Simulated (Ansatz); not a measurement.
# CCl (doublet): wave-function methods side by side, def2-TZVPP

An exercise on one series of results from a longer session: the logs are not shown, and one member is left open.

Computed with Ansatz 0.2.0, Gaussian basis. Level: def2-TZVPP, core rule «outside noble gas», up to 6 orbitals frozen.

The runs, in order: UHF; ROHF; CCSD(T) on UHF.

2 further runs of the same task are left out: 2 set aside as unsound or not needed.

**The geometry**

The geometry is a PBE0/def2-TZVP stationary point (not a proven minimum).

2 atoms, charge 0, spin multiplicity 2.

Atoms are counted from 1 here; the program's logs count them from 0.

Bond lengths: C1–Cl2 1.645 Å.

The first run:

Input file in.yaml:

```yaml
crystal:
  periodic: [false, false, false]
  atoms:
    - {symbol: C, position_ang: [0.000000, 0.000000, 0.000000]}
    - {symbol: Cl, position_ang: [0.000000, 0.000000, 1.644800]}
basis:
  gaussian: {orbitals: def2-TZVPP}
magnetization: {spin_polarized: true, initial_magnetization: 1}
hamiltonian: {xc: hf}
output: {orbitals: {seedname: orbitals}}
```

Command:

```sh
> ansatz run in.yaml --threads 1 --pin off --events-out ev --progress --plain --max-ram 4096MiB --backend cpu
```

Steps of the session up to this table: UHF; ROHF; CCSD(T) on UHF.

One of the session's tables, all rows but one given; the rest of the session is left out.

It belongs to the step «Misses and costs». 

| method | from UCCSD(T) (meV) |
| --- | --- |
| ROHF | ? |
| UHF | +9238.8 |
| UMP2 | +1290.0 |
| UCCSD | +437.2 |
| UCCSD(T) | 0 |

Q: Estimate the row for ROHF from the others.

The run gave: from UCCSD(T) (meV): +9395.2. In the column «from UCCSD(T) (meV)» it is the highest.

With the free atoms at the same levels and basis (separate runs), the atomisation energy is 3.995 eV at UCCSD(T), 2.410 eV at ROHF.
